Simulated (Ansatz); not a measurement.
Total energies of H3Si+, SMILES `[SiH3+]`.

```json
{"atom": "Si1", "x (Å)": "0.000", "y (Å)": "0.000", "z (Å)": "0.000"}
{"atom": "H2", "x (Å)": "0.762", "y (Å)": "0.362", "z (Å)": "1.206"}
{"atom": "H3", "x (Å)": "0.389", "y (Å)": "-1.179", "z (Å)": "-0.790"}
{"atom": "H4", "x (Å)": "-1.151", "y (Å)": "0.818", "z (Å)": "-0.416"}
```

The species carries charge 1 and has multiplicity 1. All single points use the PBE0-D4/def2-TZVP geometry. Basis def2-TZVPP, Ansatz.

RPA on PBE orbitals: Hartree–Fock energy of these orbitals -290.34352 Eh, correlation -0.23723 Eh (frozen core).

| functional | energy without D4 (Eh) | D4 term (kJ/mol) |
| --- | --- | --- |
| LDA (SPW92) | -289.72911 | – |
| PBE | -290.77535 | -1.7 |
| revPBE | -290.87751 | -6.1 |
| BLYP | -290.93415 | -4.0 |
| r2SCAN | -290.90160 | -0.4 |
| B97M-V | -290.85684 | – |
| PBE0 | -290.80759 | -1.4 |
| B3LYP | -290.96333 | -2.8 |
| r2SCANh | -290.90051 | -0.4 |
| r2SCAN0 | -290.89912 | -0.4 |
| HSE06 (plane-wave form) | -290.80062 | -1.3 |
| BHLYP | -290.94135 | -2.0 |
| CAM-B3LYP | -290.93986 | -1.4 |
| LC-ωPBE | -290.84213 | – |
| ωB97X-V | -290.89082 | – |
| ωB97M-V | -290.90497 | – |
| B2PLYP | -290.81480 | – |
| PBE-QIDH | -290.72313 | – |

B3LYP takes the VWN-RPA correlation (the form of Gaussian; ORCA's B3LYP/G). HSE06 is the plane-wave form, built on full-range PBE exchange. The double hybrids freeze the cores in their second-order part.

LC-ωPBE has ω = 0.4 bohr⁻¹.
